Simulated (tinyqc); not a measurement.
Worked calculation (part 1 of 2): UHF in the sto-3g basis, for CH, spin multiplicity 4. This run ends on a higher stationary point, not on the lowest solution. Computed by tinyqc, a small Python program that keeps every step (integrals from PySCF). Settings: charge = 0, multiplicity = 4, basis = sto-3g, energy threshold = 1e-10, iteration cap = 55, orthogonalisation = symmetric, start = Wolfsberg-Helmholz matrix, DIIS depth = 6, shift = 0.2, method = UHF. Command: `OMP_NUM_THREADS=1 python tinyqc.py 31717 31718 out.jsonl` (the two numbers bound the seeds that draw the settings). One thread of a shared host (Intel(R) Xeon(R) Processor @ 2.60GHz), about 0.1 s of CPU time with the checks. Later iterations appear only in the table of the cycle.

## One-electron integrals

Geometry (angstrom):
```
atom       x       y       z
C     0.0000  0.0000  0.0000
H     0.0000  0.0000  2.1300
```

Basis sto-3g: exponents (1/bohr^2) and contraction coefficients of normalised primitives:
```
element  l (shell)  exponent  coefficient
C            s (1)   71.6168       0.1543
C            s (1)   13.0451       0.5353
C            s (1)    3.5305       0.4446
C            s (2)    2.9412      -0.1000
C            s (2)    0.6835       0.3995
C            s (2)    0.2223       0.7001
C            p (3)    2.9412       0.1559
C            p (3)    0.6835       0.6077
C            p (3)    0.2223       0.3920
H            s (1)    3.4253       0.1543
H            s (1)    0.6239       0.5353
H            s (1)    0.1689       0.4446
```

Overlap, kinetic and nuclear-attraction integrals over the contracted functions; the nuclear repulsion is the sum of Za Zb / Rab.

nuclear repulsion = 1.490640 hartree

overlap S, order 1C 1s, 1C 2s, 1C 2px, 1C 2py, 1C 2pz, 2H 1s:
```
[[1.0000, 0.2484, 0.0000, 0.0000, 0.0000, 0.0058],
 [0.2484, 1.0000, 0.0000, 0.0000, 0.0000, 0.1020],
 [0.0000, 0.0000, 1.0000, 0.0000, 0.0000, 0.0000],
 [0.0000, 0.0000, 0.0000, 1.0000, 0.0000, 0.0000],
 [0.0000, 0.0000, 0.0000, 0.0000, 1.0000, 0.1307],
 [0.0058, 0.1020, 0.0000, 0.0000, 0.1307, 1.0000]]
```

kinetic energy T (hartree), order 1C 1s, 1C 2s, 1C 2px, 1C 2py, 1C 2pz, 2H 1s:
```
[[15.8911, -0.0859, 0.0000, 0.0000, 0.0000, -0.0024],
 [-0.0859, 0.4722, 0.0000, 0.0000, 0.0000, -0.0148],
 [0.0000, 0.0000, 1.4777, 0.0000, 0.0000, 0.0000],
 [0.0000, 0.0000, 0.0000, 1.4777, 0.0000, 0.0000],
 [0.0000, 0.0000, 0.0000, 0.0000, 1.4777, 0.0005],
 [-0.0024, -0.0148, 0.0000, 0.0000, 0.0005, 0.7600]]
```

nuclear attraction V (hartree), order 1C 1s, 1C 2s, 1C 2px, 1C 2py, 1C 2pz, 2H 1s:
```
[[-33.9012, -4.2539, 0.0000, 0.0000, -0.0044, -0.1000],
 [-4.2539, -5.4382, 0.0000, 0.0000, -0.0517, -0.3594],
 [0.0000, 0.0000, -5.3889, 0.0000, 0.0000, 0.0000],
 [0.0000, 0.0000, 0.0000, -5.3889, 0.0000, 0.0000],
 [-0.0044, -0.0517, 0.0000, 0.0000, -5.4121, -0.4143],
 [-0.1000, -0.3594, 0.0000, 0.0000, -0.4143, -2.7170]]
```

core Hamiltonian H = T + V (hartree), order 1C 1s, 1C 2s, 1C 2px, 1C 2py, 1C 2pz, 2H 1s:
```
[[-18.0101, -4.3398, 0.0000, 0.0000, -0.0044, -0.1023],
 [-4.3398, -4.9659, 0.0000, 0.0000, -0.0517, -0.3742],
 [0.0000, 0.0000, -3.9111, 0.0000, 0.0000, 0.0000],
 [0.0000, 0.0000, 0.0000, -3.9111, 0.0000, 0.0000],
 [-0.0044, -0.0517, 0.0000, 0.0000, -3.9344, -0.4137],
 [-0.1023, -0.3742, 0.0000, 0.0000, -0.4137, -1.9569]]
```

## Two-electron integrals

Functions are numbered as in S; the eight-fold symmetry (ij|kl) = (ji|kl) = (kl|ij) leaves the list below.

Two-electron integrals (ij|kl) in chemists' order, unique and non-zero (hartree):
```
(11|11) 3.5419     (21|11) 0.5769     (21|21) 0.1119     (22|11) 0.8547
(22|21) 0.2053     (22|22) 0.6247     (31|31) 0.0203     (32|31) 0.0309
(32|32) 0.1380     (33|11) 0.8524     (33|21) 0.2053     (33|22) 0.6246
(33|33) 0.6728     (41|41) 0.0203     (42|41) 0.0309     (42|42) 0.1380
(43|43) 0.0363     (44|11) 0.8524     (44|21) 0.2053     (44|22) 0.6246
(44|33) 0.6003     (44|44) 0.6728     (51|51) 0.0203     (52|51) 0.0309
(52|52) 0.1380     (53|53) 0.0363     (54|54) 0.0363     (55|11) 0.8524
(55|21) 0.2053     (55|22) 0.6246     (55|33) 0.6003     (55|44) 0.6003
(55|55) 0.6728     (61|11) 0.0134     (61|21) 0.0026     (61|22) 0.0048
(61|33) 0.0048     (61|44) 0.0048     (61|51) 1.70e-04   (61|52) 3.20e-04
(61|55) 0.0048     (61|61) 6.17e-05   (62|11) 0.0511     (62|21) 0.0125
(62|22) 0.0447     (62|33) 0.0436     (62|44) 0.0436     (62|51) 0.0012
(62|52) 0.0096     (62|55) 0.0470     (62|61) 3.06e-04   (62|62) 0.0055
(63|31) 0.0010     (63|32) 0.0059     (63|53) 0.0017     (63|63) 0.0005
(64|41) 0.0010     (64|42) 0.0059     (64|54) 0.0017     (64|64) 0.0005
(65|11) 0.0558     (65|21) 0.0138     (65|22) 0.0518     (65|33) 0.0496
(65|44) 0.0496     (65|51) 0.0019     (65|52) 0.0150     (65|55) 0.0560
(65|61) 3.44e-04   (65|62) 0.0073     (65|65) 0.0102     (66|11) 0.2484
(66|21) 0.0617     (66|22) 0.2479     (66|33) 0.2405     (66|44) 0.2405
(66|51) 0.0044     (66|52) 0.0508     (66|55) 0.2625     (66|61) 0.0015
(66|62) 0.0451     (66|65) 0.0671     (66|66) 0.7746
```

## Orthogonalisation

S = U s U^T; symmetric (Loewdin) form X = U s^(-1/2) U^T, so that X^T S X = 1.

eigenvalues of S: [0.7282, 0.8791, 1.0000, 1.0000, 1.1161, 1.2765]

X, order 1C 1s, 1C 2s, 1C 2px, 1C 2py, 1C 2pz, 2H 1s:
```
[[1.0243, -0.1299, 0.0000, 0.0000, -0.0008, 0.0071],
 [-0.1299, 1.0285, 0.0000, 0.0000, 0.0053, -0.0534],
 [0.0000, 0.0000, 1.0000, 0.0000, 0.0000, 0.0000],
 [0.0000, 0.0000, 0.0000, 1.0000, 0.0000, 0.0000],
 [-0.0008, 0.0053, 0.0000, 0.0000, 1.0065, -0.0665],
 [0.0071, -0.0534, 0.0000, 0.0000, -0.0665, 1.0106]]
```

## Starting guess

The start is the generalised Wolfsberg-Helmholz matrix (K = 1.75) built on H; D(s) = C_occ C_occ^T for each spin.

D(alpha) at the start, order 1C 1s, 1C 2s, 1C 2px, 1C 2py, 1C 2pz, 2H 1s:
```
[[1.0632, -0.2551, 0.0000, 0.0000, 0.0085, -0.0339],
 [-0.2551, 1.0308, 0.0000, 0.0000, -0.0301, 0.1072],
 [0.0000, 0.0000, 1.0000, 0.0000, 0.0000, 0.0000],
 [0.0000, 0.0000, 0.0000, 1.0000, 0.0000, 0.0000],
 [0.0085, -0.0301, 0.0000, 0.0000, 0.9752, 0.0726],
 [-0.0339, 0.1072, 0.0000, 0.0000, 0.0726, 0.0171]]
```

D(beta) at the start, order 1C 1s, 1C 2s, 1C 2px, 1C 2py, 1C 2pz, 2H 1s:
```
[[0.9807, 0.0336, 0.0000, 0.0000, -0.0379, -0.0067],
 [0.0336, 0.0200, 0.0000, 0.0000, 0.1323, 0.0121],
 [0.0000, 0.0000, 0.0000, 0.0000, 0.0000, 0.0000],
 [0.0000, 0.0000, 0.0000, 0.0000, 0.0000, 0.0000],
 [-0.0379, 0.1323, 0.0000, 0.0000, 0.9491, 0.0879],
 [-0.0067, 0.0121, 0.0000, 0.0000, 0.0879, 0.0081]]
```

## Iteration 1: building the Fock matrix

J_ij = sum D_kl (ij|kl) with D = D(alpha) + D(beta), K_ij = sum D_kl (ik|jl) for each spin; F = H + J - K(s); E = tr D H + tr D J / 2 - 0.5 sum_s tr D(s) K(s) + E_nn.

Coulomb J (hartree), order 1C 1s, 1C 2s, 1C 2px, 1C 2py, 1C 2pz, 2H 1s:
```
[[11.2623, 2.1599, 0.0000, 0.0000, 0.0061, 0.0503],
 [2.1599, 4.7965, 0.0000, 0.0000, 0.0348, 0.3302],
 [0.0000, 0.0000, 4.7679, 0.0000, 0.0000, 0.0000],
 [0.0000, 0.0000, 0.0000, 4.7679, 0.0000, 0.0000],
 [0.0061, 0.0348, 0.0000, 0.0000, 4.8384, 0.3791],
 [0.0503, 0.3302, 0.0000, 0.0000, 0.3791, 1.7887]]
```

exchange K(alpha) (hartree), order 1C 1s, 1C 2s, 1C 2px, 1C 2py, 1C 2pz, 2H 1s:
```
[[3.6467, 0.6704, 0.0000, 0.0000, 0.0004, 0.0160],
 [0.6704, 1.0790, 0.0000, 0.0000, -0.0102, 0.0991],
 [0.0000, 0.0000, 0.8940, 0.0000, 0.0000, 0.0000],
 [0.0000, 0.0000, 0.0000, 0.8940, 0.0000, 0.0000],
 [0.0004, -0.0102, 0.0000, 0.0000, 0.8881, 0.0930],
 [0.0160, 0.0991, 0.0000, 0.0000, 0.0930, 0.0486]]
```

exchange K(beta) (hartree), order 1C 1s, 1C 2s, 1C 2px, 1C 2py, 1C 2pz, 2H 1s:
```
[[3.5338, 0.6316, 0.0000, 0.0000, -0.0014, 0.0164],
 [0.6316, 0.2696, 0.0000, 0.0000, 0.0981, 0.0339],
 [0.0000, 0.0000, 0.0596, 0.0000, 0.0000, 0.0000],
 [0.0000, 0.0000, 0.0000, 0.0596, 0.0000, 0.0000],
 [-0.0014, 0.0981, 0.0000, 0.0000, 0.6736, 0.0867],
 [0.0164, 0.0339, 0.0000, 0.0000, 0.0867, 0.0309]]
```

F(alpha) (hartree), order 1C 1s, 1C 2s, 1C 2px, 1C 2py, 1C 2pz, 2H 1s:
```
[[-10.3944, -2.8503, 0.0000, 0.0000, 0.0012, -0.0680],
 [-2.8503, -1.2484, 0.0000, 0.0000, -0.0067, -0.1431],
 [0.0000, 0.0000, -0.0373, 0.0000, 0.0000, 0.0000],
 [0.0000, 0.0000, 0.0000, -0.0373, 0.0000, 0.0000],
 [0.0012, -0.0067, 0.0000, 0.0000, 0.0158, -0.1277],
 [-0.0680, -0.1431, 0.0000, 0.0000, -0.1277, -0.2168]]
```

F(beta) (hartree), order 1C 1s, 1C 2s, 1C 2px, 1C 2py, 1C 2pz, 2H 1s:
```
[[-10.2816, -2.8116, 0.0000, 0.0000, 0.0031, -0.0685],
 [-2.8116, -0.4390, 0.0000, 0.0000, -0.1151, -0.0779],
 [0.0000, 0.0000, 0.7972, 0.0000, 0.0000, 0.0000],
 [0.0000, 0.0000, 0.0000, 0.7972, 0.0000, 0.0000],
 [0.0031, -0.1151, 0.0000, 0.0000, 0.2304, -0.1214],
 [-0.0685, -0.0779, 0.0000, 0.0000, -0.1214, -0.1992]]
```

total energy of this density = -36.949486 hartree

## Iteration 1: diagonalisation and new density

A level shift of 0.2 hartree raises the virtual space: F + shift (S - S D(s) S), with D(s) the density of one spin. Diagonalise F' = X^T F X, C = X C', fill 5 alpha and 2 beta electrons from the bottom; D(s) = C_occ C_occ^T. Each column has its largest component positive (the first on a tie).

F' = X^T F X (alpha) (hartree):
```
[[-10.1698, -1.5004, 0.0000, 0.0000, -0.0023, 0.0267],
 [-1.5004, -0.7155, 0.0000, 0.0000, 0.0091, -0.1220],
 [0.0000, 0.0000, -0.0373, 0.0000, 0.0000, 0.0000],
 [0.0000, 0.0000, 0.0000, -0.0373, 0.0000, 0.0000],
 [-0.0023, 0.0091, 0.0000, 0.0000, 0.0360, -0.1448],
 [0.0267, -0.1220, 0.0000, 0.0000, -0.1448, -0.0005]]
```

orbital energies (alpha) (hartree): [-10.4023, -0.5145, -0.1093, -0.0373, -0.0373, 0.1763]

coefficients C (alpha), order 1C 1s, 1C 2s, 1C 2px, 1C 2py, 1C 2pz, 2H 1s:
```
[[0.9924, -0.2739, 0.0649, 0.0000, 0.0000, -0.0458],
 [0.0291, 0.9895, -0.2517, 0.0000, 0.0000, 0.1849],
 [0.0000, 0.0000, 0.0000, 0.9999, -0.0123, 0.0000],
 [0.0000, 0.0000, 0.0000, 0.0123, 0.9999, 0.0000],
 [0.0001, 0.0378, 0.6545, 0.0000, 0.0000, 0.7666],
 [-0.0019, 0.1955, 0.6579, 0.0000, 0.0000, -0.7468]]
```

F' = X^T F X (beta) (hartree):
```
[[-10.0432, -1.6117, 0.0000, 0.0000, 0.0188, 0.0166],
 [-1.6117, 0.3103, 0.0000, 0.0000, -0.1328, -0.0653],
 [0.0000, 0.0000, 0.9972, 0.0000, 0.0000, 0.0000],
 [0.0000, 0.0000, 0.0000, 0.9972, 0.0000, 0.0000],
 [0.0188, -0.1328, 0.0000, 0.0000, 0.2564, -0.1519],
 [0.0166, -0.0653, 0.0000, 0.0000, -0.1519, 0.0157]]
```

orbital energies (beta) (hartree): [-10.2882, -0.0806, 0.3013, 0.6069, 0.9972, 0.9972]

coefficients C (beta), order 1C 1s, 1C 2s, 1C 2px, 1C 2py, 1C 2pz, 2H 1s:
```
[[0.9932, -0.0472, -0.0883, -0.2641, 0.0000, 0.0000],
 [0.0263, 0.1525, 0.3383, 0.9691, 0.0000, 0.0000],
 [0.0000, 0.0000, 0.0000, 0.0000, -0.1825, 0.9832],
 [0.0000, 0.0000, 0.0000, 0.0000, 0.9832, 0.1825],
 [0.0002, 0.4117, 0.8528, -0.3476, 0.0000, 0.0000],
 [-0.0017, 0.8328, -0.5773, -0.0432, 0.0000, 0.0000]]
```

D(alpha) after iteration 1, order 1C 1s, 1C 2s, 1C 2px, 1C 2py, 1C 2pz, 2H 1s:
```
[[1.0641, -0.2585, 0.0000, 0.0000, 0.0323, -0.0127],
 [-0.2585, 1.0434, 0.0000, 0.0000, -0.1273, 0.0278],
 [0.0000, 0.0000, 1.0000, 0.0000, 0.0000, 0.0000],
 [0.0000, 0.0000, 0.0000, 1.0000, 0.0000, 0.0000],
 [0.0323, -0.1273, 0.0000, 0.0000, 0.4299, 0.4380],
 [-0.0127, 0.0278, 0.0000, 0.0000, 0.4380, 0.4710]]
```

D(beta) after iteration 1, order 1C 1s, 1C 2s, 1C 2px, 1C 2py, 1C 2pz, 2H 1s:
```
[[0.9886, 0.0189, 0.0000, 0.0000, -0.0193, -0.0410],
 [0.0189, 0.0239, 0.0000, 0.0000, 0.0628, 0.1269],
 [0.0000, 0.0000, 0.0000, 0.0000, 0.0000, 0.0000],
 [0.0000, 0.0000, 0.0000, 0.0000, 0.0000, 0.0000],
 [-0.0193, 0.0628, 0.0000, 0.0000, 0.1695, 0.3428],
 [-0.0410, 0.1269, 0.0000, 0.0000, 0.3428, 0.6936]]
```

Within a degenerate level the vectors are fixed only up to a rotation; this is one choice.

## Iteration 2: building the Fock matrix

As before.

Coulomb J (hartree), order 1C 1s, 1C 2s, 1C 2px, 1C 2py, 1C 2pz, 2H 1s:
```
[[10.5128, 1.9805, 0.0000, 0.0000, 0.0051, 0.0461],
 [1.9805, 4.3291, 0.0000, 0.0000, 0.0685, 0.3265],
 [0.0000, 0.0000, 4.3214, 0.0000, 0.0000, 0.0000],
 [0.0000, 0.0000, 0.0000, 4.3214, 0.0000, 0.0000],
 [0.0051, 0.0685, 0.0000, 0.0000, 4.3291, 0.3904],
 [0.0461, 0.3265, 0.0000, 0.0000, 0.3904, 2.3974]]
```

exchange K(alpha) (hartree), order 1C 1s, 1C 2s, 1C 2px, 1C 2py, 1C 2pz, 2H 1s:
```
[[3.6367, 0.6538, 0.0000, 0.0000, 0.0009, 0.0175],
 [0.6538, 1.0132, 0.0000, 0.0000, -0.0574, 0.1088],
 [0.0000, 0.0000, 0.8764, 0.0000, 0.0000, 0.0000],
 [0.0000, 0.0000, 0.0000, 0.8764, 0.0000, 0.0000],
 [0.0009, -0.0574, 0.0000, 0.0000, 0.5661, 0.1823],
 [0.0175, 0.1088, 0.0000, 0.0000, 0.1823, 0.4353]]
```

exchange K(beta) (hartree), order 1C 1s, 1C 2s, 1C 2px, 1C 2py, 1C 2pz, 2H 1s:
```
[[3.5292, 0.5995, 0.0000, 0.0000, 0.0001, 0.0151],
 [0.5995, 0.1774, 0.0000, 0.0000, 0.0768, 0.0909],
 [0.0000, 0.0000, 0.0336, 0.0000, 0.0000, 0.0000],
 [0.0000, 0.0000, 0.0000, 0.0336, 0.0000, 0.0000],
 [0.0001, 0.0768, 0.0000, 0.0000, 0.1877, 0.1609],
 [0.0151, 0.0909, 0.0000, 0.0000, 0.1609, 0.5974]]
```

F(alpha) (hartree), order 1C 1s, 1C 2s, 1C 2px, 1C 2py, 1C 2pz, 2H 1s:
```
[[-11.1339, -3.0131, 0.0000, 0.0000, -0.0003, -0.0737],
 [-3.0131, -1.6500, 0.0000, 0.0000, 0.0741, -0.1565],
 [0.0000, 0.0000, -0.4661, 0.0000, 0.0000, 0.0000],
 [0.0000, 0.0000, 0.0000, -0.4661, 0.0000, 0.0000],
 [-0.0003, 0.0741, 0.0000, 0.0000, -0.1714, -0.2056],
 [-0.0737, -0.1565, 0.0000, 0.0000, -0.2056, 0.0052]]
```

F(beta) (hartree), order 1C 1s, 1C 2s, 1C 2px, 1C 2py, 1C 2pz, 2H 1s:
```
[[-11.0265, -2.9588, 0.0000, 0.0000, 0.0006, -0.0714],
 [-2.9588, -0.8143, 0.0000, 0.0000, -0.0600, -0.1387],
 [0.0000, 0.0000, 0.3767, 0.0000, 0.0000, 0.0000],
 [0.0000, 0.0000, 0.0000, 0.3767, 0.0000, 0.0000],
 [0.0006, -0.0600, 0.0000, 0.0000, 0.2070, -0.1842],
 [-0.0714, -0.1387, 0.0000, 0.0000, -0.1842, -0.1570]]
```

total energy of this density = -37.450676 hartree

## Iteration 2: DIIS over 2 matrices

error matrix X^T (FDS - SDF) X (alpha):
```
[[0.0000, -0.0011, 0.0000, 0.0000, -0.0048, 0.0078],
 [0.0011, 0.0000, 0.0000, 0.0000, -0.0047, -0.0155],
 [0.0000, 0.0000, 0.0000, 0.0000, 0.0000, 0.0000],
 [0.0000, 0.0000, 0.0000, 0.0000, 0.0000, 0.0000],
 [0.0048, 0.0047, 0.0000, 0.0000, 0.0000, -0.1040],
 [-0.0078, 0.0155, 0.0000, 0.0000, 0.1040, 0.0000]]
```

B (overlaps of the stored error matrices):
```
[[1.6673283e-01, 7.1523703e-03],
 [7.1523703e-03, 4.3389047e-02]]
```

Minimise |sum c_i e_i|^2 with sum c_i = 1: solve [B -1; -1 0][c; lambda] = [0; -1] with B_ij = tr e_i^T e_j summed over both spins, and take F = sum c_i F_i.

DIIS coefficients: [0.1851, 0.8149]

extrapolated F(alpha) (hartree), order 1C 1s, 1C 2s, 1C 2px, 1C 2py, 1C 2pz, 2H 1s:
```
[[-10.9971, -2.9830, 0.0000, 0.0000, 0.0000, -0.0727],
 [-2.9830, -1.5757, 0.0000, 0.0000, 0.0592, -0.1541],
 [0.0000, 0.0000, -0.3867, 0.0000, 0.0000, 0.0000],
 [0.0000, 0.0000, 0.0000, -0.3867, 0.0000, 0.0000],
 [0.0000, 0.0592, 0.0000, 0.0000, -0.1368, -0.1912],
 [-0.0727, -0.1541, 0.0000, 0.0000, -0.1912, -0.0359]]
```

extrapolated F(beta) (hartree), order 1C 1s, 1C 2s, 1C 2px, 1C 2py, 1C 2pz, 2H 1s:
```
[[-10.8886, -2.9316, 0.0000, 0.0000, 0.0011, -0.0708],
 [-2.9316, -0.7448, 0.0000, 0.0000, -0.0702, -0.1274],
 [0.0000, 0.0000, 0.4545, 0.0000, 0.0000, 0.0000],
 [0.0000, 0.0000, 0.0000, 0.4545, 0.0000, 0.0000],
 [0.0011, -0.0702, 0.0000, 0.0000, 0.2113, -0.1726],
 [-0.0708, -0.1274, 0.0000, 0.0000, -0.1726, -0.1648]]
```

## Iteration 2: diagonalisation and new density

As before.

F' = X^T F X (alpha) (hartree):
```
[[-10.7725, -1.5184, 0.0000, 0.0000, -0.0147, 0.0237],
 [-1.5184, -1.0350, 0.0000, 0.0000, 0.0952, -0.1194],
 [0.0000, 0.0000, -0.3867, 0.0000, 0.0000, 0.0000],
 [0.0000, 0.0000, 0.0000, -0.3867, 0.0000, 0.0000],
 [-0.0147, 0.0952, 0.0000, 0.0000, -0.0100, -0.2859],
 [0.0237, -0.1194, 0.0000, 0.0000, -0.2859, 0.0953]]
```

orbital energies (alpha) (hartree): [-11.0038, -0.8245, -0.3867, -0.3867, -0.2480, 0.3542]

coefficients C (alpha), order 1C 1s, 1C 2s, 1C 2px, 1C 2py, 1C 2pz, 2H 1s:
```
[[0.9931, -0.2793, 0.0000, 0.0000, 0.0060, 0.0438],
 [0.0265, 1.0210, 0.0000, 0.0000, -0.0366, -0.1816],
 [0.0000, 0.0000, 0.9981, 0.0623, 0.0000, 0.0000],
 [0.0000, 0.0000, -0.0623, 0.9981, 0.0000, 0.0000],
 [0.0000, -0.0823, 0.0000, 0.0000, 0.7321, -0.6891],
 [-0.0015, 0.0592, 0.0000, 0.0000, 0.5945, 0.8196]]
```

F' = X^T F X (beta) (hartree):
```
[[-10.6541, -1.6163, 0.0000, 0.0000, 0.0086, 0.0257],
 [-1.6163, 0.0120, 0.0000, 0.0000, -0.0730, -0.1345],
 [0.0000, 0.0000, 0.6545, 0.0000, 0.0000, 0.0000],
 [0.0000, 0.0000, 0.0000, 0.6545, 0.0000, 0.0000],
 [0.0086, -0.0730, 0.0000, 0.0000, 0.3925, -0.2570],
 [0.0257, -0.1345, 0.0000, 0.0000, -0.2570, -0.0819]]
```

orbital energies (beta) (hartree): [-10.8937, -0.2429, 0.2993, 0.5058, 0.6545, 0.6545]

coefficients C (beta), order 1C 1s, 1C 2s, 1C 2px, 1C 2py, 1C 2pz, 2H 1s:
```
[[0.9942, -0.0770, -0.2676, 0.0118, 0.0000, 0.0000],
 [0.0223, 0.2652, 1.0028, -0.0327, 0.0000, 0.0000],
 [0.0000, 0.0000, 0.0000, 0.0000, 0.8380, 0.5456],
 [0.0000, 0.0000, 0.0000, 0.0000, -0.5456, 0.8380],
 [0.0002, 0.3334, -0.0428, 0.9511, 0.0000, 0.0000],
 [-0.0014, 0.8396, -0.3466, -0.4513, 0.0000, 0.0000]]
```

D(alpha) after iteration 2, order 1C 1s, 1C 2s, 1C 2px, 1C 2py, 1C 2pz, 2H 1s:
```
[[1.0643, -0.2590, 0.0000, 0.0000, 0.0274, -0.0145],
 [-0.2590, 1.0446, 0.0000, 0.0000, -0.1108, 0.0387],
 [0.0000, 0.0000, 1.0000, 0.0000, 0.0000, 0.0000],
 [0.0000, 0.0000, 0.0000, 1.0000, 0.0000, 0.0000],
 [0.0274, -0.1108, 0.0000, 0.0000, 0.5427, 0.4303],
 [-0.0145, 0.0387, 0.0000, 0.0000, 0.4303, 0.3569]]
```

D(beta) after iteration 2, order 1C 1s, 1C 2s, 1C 2px, 1C 2py, 1C 2pz, 2H 1s:
```
[[0.9944, 0.0018, 0.0000, 0.0000, -0.0255, -0.0660],
 [0.0018, 0.0708, 0.0000, 0.0000, 0.0884, 0.2226],
 [0.0000, 0.0000, 0.0000, 0.0000, 0.0000, 0.0000],
 [0.0000, 0.0000, 0.0000, 0.0000, 0.0000, 0.0000],
 [-0.0255, 0.0884, 0.0000, 0.0000, 0.1112, 0.2799],
 [-0.0660, 0.2226, 0.0000, 0.0000, 0.2799, 0.7049]]
```

Within a degenerate level the vectors are fixed only up to a rotation; this is one choice.

## Iteration 3: building the Fock matrix

As before.

Coulomb J (hartree), order 1C 1s, 1C 2s, 1C 2px, 1C 2py, 1C 2pz, 2H 1s:
```
[[10.5780, 1.9953, 0.0000, 0.0000, 0.0067, 0.0465],
 [1.9953, 4.3676, 0.0000, 0.0000, 0.0742, 0.3273],
 [0.0000, 0.0000, 4.3594, 0.0000, 0.0000, 0.0000],
 [0.0000, 0.0000, 0.0000, 4.3594, 0.0000, 0.0000],
 [0.0067, 0.0742, 0.0000, 0.0000, 4.3685, 0.3903],
 [0.0465, 0.3273, 0.0000, 0.0000, 0.3903, 2.3476]]
```

exchange K(alpha) (hartree), order 1C 1s, 1C 2s, 1C 2px, 1C 2py, 1C 2pz, 2H 1s:
```
[[3.6392, 0.6572, 0.0000, 0.0000, 0.0005, 0.0177],
 [0.6572, 1.0295, 0.0000, 0.0000, -0.0466, 0.1085],
 [0.0000, 0.0000, 0.8806, 0.0000, 0.0000, 0.0000],
 [0.0000, 0.0000, 0.0000, 0.8806, 0.0000, 0.0000],
 [0.0005, -0.0466, 0.0000, 0.0000, 0.6404, 0.1805],
 [0.0177, 0.1085, 0.0000, 0.0000, 0.1805, 0.3482]]
```

exchange K(beta) (hartree), order 1C 1s, 1C 2s, 1C 2px, 1C 2py, 1C 2pz, 2H 1s:
```
[[3.5339, 0.5943, 0.0000, 0.0000, 0.0002, 0.0142],
 [0.5943, 0.1991, 0.0000, 0.0000, 0.0966, 0.1129],
 [0.0000, 0.0000, 0.0379, 0.0000, 0.0000, 0.0000],
 [0.0000, 0.0000, 0.0000, 0.0379, 0.0000, 0.0000],
 [0.0002, 0.0966, 0.0000, 0.0000, 0.1498, 0.1487],
 [0.0142, 0.1129, 0.0000, 0.0000, 0.1487, 0.6063]]
```

F(alpha) (hartree), order 1C 1s, 1C 2s, 1C 2px, 1C 2py, 1C 2pz, 2H 1s:
```
[[-11.0712, -3.0017, 0.0000, 0.0000, 0.0018, -0.0736],
 [-3.0017, -1.6279, 0.0000, 0.0000, 0.0690, -0.1554],
 [0.0000, 0.0000, -0.4324, 0.0000, 0.0000, 0.0000],
 [0.0000, 0.0000, 0.0000, -0.4324, 0.0000, 0.0000],
 [0.0018, 0.0690, 0.0000, 0.0000, -0.2063, -0.2040],
 [-0.0736, -0.1554, 0.0000, 0.0000, -0.2040, 0.0424]]
```

F(beta) (hartree), order 1C 1s, 1C 2s, 1C 2px, 1C 2py, 1C 2pz, 2H 1s:
```
[[-10.9660, -2.9389, 0.0000, 0.0000, 0.0021, -0.0701],
 [-2.9389, -0.7975, 0.0000, 0.0000, -0.0742, -0.1598],
 [0.0000, 0.0000, 0.4103, 0.0000, 0.0000, 0.0000],
 [0.0000, 0.0000, 0.0000, 0.4103, 0.0000, 0.0000],
 [0.0021, -0.0742, 0.0000, 0.0000, 0.2843, -0.1721],
 [-0.0701, -0.1598, 0.0000, 0.0000, -0.1721, -0.2157]]
```

total energy of this density = -37.496514 hartree
